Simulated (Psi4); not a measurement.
Psi4 input (wB97X-D/6-31G*):

```
memory 1500 MB

molecule {
1 1
C    -0.13468339   -1.70254242   -0.01346726
C     0.62070568   -0.59582440   -0.00184907
C     0.02614069    0.67530082    0.00522470
H    -1.21651456   -1.66781317   -0.01784364
H     0.33619508   -2.67690930   -0.01882473
H     1.70529948   -0.60535527    0.00272993
N    -0.43629138    1.72086322    0.01115740
H    -0.84391818    2.64243120    0.01638639
symmetry c1
no_reorient
no_com
}

set {
  basis 6-31G*
  reference rks
  scf_type pk
  dft_radial_points 99
  dft_spherical_points 590
  e_convergence 1e-8
  d_convergence 1e-7
  maxiter 150
}

e = energy('wb97x-d')
print_out(f'\nFINAL {e:.10f} DIPOLE {variable("CURRENT DIPOLE")[0]:.6f} {variable("CURRENT DIPOLE")[1]:.6f} {variable("CURRENT DIPOLE")[2]:.6f}\n')
```

**Question.** Predict the final energy.

**Answer.** -171.07932 Eh.
